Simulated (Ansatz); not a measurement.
Geometry optimisation, Ansatz, RKS PBE-D4/6-31G*.

Input file:

```yaml
crystal:
  periodic: [false, false, false]
  atoms:
    - { symbol: "N", position_ang: [-0.59592, 0.53904, -0.5669] }
    - { symbol: C, position_ang: [0.45666, 0.03499, 0.32175] }
    - { symbol: S, position_ang: [2.14052, 0.23404, -0.29096] }
    - { symbol: H, position_ang: [-0.55722, -0.02154, -1.41786] }
    - { symbol: H, position_ang: [-1.48683, 0.29938, -0.13304] }
    - { symbol: H, position_ang: [0.25201, -1.03273, 0.49336] }
    - { symbol: H, position_ang: [0.34938, 0.5628, 1.28139] }
total_charge: -1
basis:
  gaussian: { orbitals: "6-31G*" }
hamiltonian:
  xc: pbe
  dispersion: d4
relax:
  f_tol: 0.015
  max_steps: 40
output:
  orbitals: {}
```

Command:

```bash
$ ansatz run input.yaml --threads 1 --pin off --max-ram 2048MiB --backend cpu --events-out ev --progress --plain --runs-dir out
```

**Question.** Where does it end, and by what steps?

**Answer.** The forces met the threshold. Limits of this set-up: an anion without diffuse functions, the dipole of an ion depends on the origin. After 13 steps the energy has fallen by 0.357 eV; H5 moved furthest, 1.23 Å.

| step | energy less start (eV) | largest force component (eV/Å) | accepted |
| --- | --- | --- | --- |
| 0 | 0.0000 | 1.066 | yes |
| 1 | -0.0938 | 0.230 | yes |
| 2 | -0.1067 | 0.806 | yes |
| 3 | -0.1104 | 0.799 | yes |
| 4 | -0.1428 | 0.218 | yes |
| 5 | -0.1490 | 0.114 | yes |
| 6 | -0.1622 | 0.150 | yes |
| 7 | -0.1687 | 0.789 | yes |
| 8 | -0.2368 | 0.485 | yes |
| 9 | -0.3030 | 0.548 | yes |
| 10 | -0.3514 | 0.150 | yes |
| 11 | -0.3492 | 0.269 | no |
| 12 | -0.3571 | 0.034 | yes |
| 13 | -0.3574 | 0.008 | yes |

```xyz
7
Properties=species:S:1:pos:R:3
N -0.873 0.339 -0.318
C 0.395 0.017 0.415
S 1.844 -0.411 -0.623
H -0.566 1.054 -1.002
H -0.986 -0.474 -0.948
H 0.139 -0.811 1.109
H 0.605 0.901 1.054
```

Time of the run: 23 s on 1 thread of AMD EPYC 7R43 64-Core Processor (Zen 3) (shared host), peak memory 0.14 GiB.
